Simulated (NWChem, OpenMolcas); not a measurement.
# The same job for OpenMolcas

This NWChem 7.3.0 job computes triplet [BF2]+:

test.xyz:
```
3
BF2
F      0.329710     1.140520     0.307700
B      0.000000     0.000000     0.000000
F     -0.329720    -1.140520    -0.307700
```

test.nw:
```
echo
start test
title "BF2"
memory 2200 mb
charge 1

geometry units angstroms noautosym nocenter noautoz
 load test.xyz
end

basis spherical bse
 * library cc-pVTZ
end

dft
 xc pbe0
 mult 3
 grid fine
 convergence energy 1e-08
 maxiter 100
 mulliken
end

task dft energy
```

```bash
$ nwchem test.nw > test.out
```

Geometry: relaxed at PBE0-D4/def2-TZVP. That shape belongs to the parent species and isn't relaxed for this state.

It gives a total energy of -223.692290 Eh.

Task: Write the same calculation for OpenMolcas 26.06 as an input file of the program's own.

Result: One way, which was run:

mol.inp:
```
* BF2 Kohn-Sham DFT
&GATEWAY
BasLib=$CurrDir
BasisSet
F.cc-pVTZ....
F1 0.329710 1.140520 0.307700 angstrom
F3 -0.329720 -1.140520 -0.307700 angstrom
End of Basis
BasisSet
B.cc-pVTZ....
B2 0.000000 0.000000 0.000000 angstrom
End of Basis
&SEWARD
GridInput
Grid=UltraFine
End of Grid
&SCF
UHF
Charge=1
Spin=3
KSDFT=PBE0
Thresholds=1e-10 1e-07 1e-07 1e-05
PrOrbitals=1 2
```

```bash
$ export MOLCAS_MEM=1860
$ pymolcas mol.inp > mol.log
```

(Basis files named in the input come from the Basis Set Exchange and aren't shown.)

Its energy is -223.692291 Eh, 0.001 mEh from the first.
